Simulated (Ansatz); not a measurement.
## Ti: computed properties

Method: Ansatz, DFT PBEsol, scalar-relativistic, plane waves, PAW.

Cutoff 420 eV; k points 12×12×14 on the computed 3-atom cell (Γ-centred); Gaussian smearing, width 0.10 eV; no spin polarisation.

The structure is relaxed at this level of theory with its symmetry kept. This form isn't the element's structure at ambient conditions.

```
Ti
1.0
     4.51519    0.00000    0.00000
    -2.25759    3.91027    0.00000
     0.00000    0.00000    2.79884
Ti
3
Cartesian
  0.0000 0.0000 0.0000
  0.0000 2.6068 1.3994
  2.2576 1.3034 1.3994
```

Question: Formation energy from the elements' standard states (uncorrected)?

Answer: -0.014 eV/atom.

Question: Density of states at the Fermi level?

Answer: 2.55 states/eV per cell.

Question: Löwdin character within 0.5 eV of the Fermi level?

Answer: Ti 3d 90 %, unprojected 4 %.

Question: Bulk modulus?

Answer: 120 GPa.

Question: Its pressure derivative?

Answer: 3.5.

Question: Bader charges (e)?

Answer: Ti (1 in the cell) 0.46, Ti (2 in the cell) -0.23.

Cost: 9 runs of about 1.6 core-minutes in all, on AMD EPYC 9R45 (Zen 5) (shared hosts).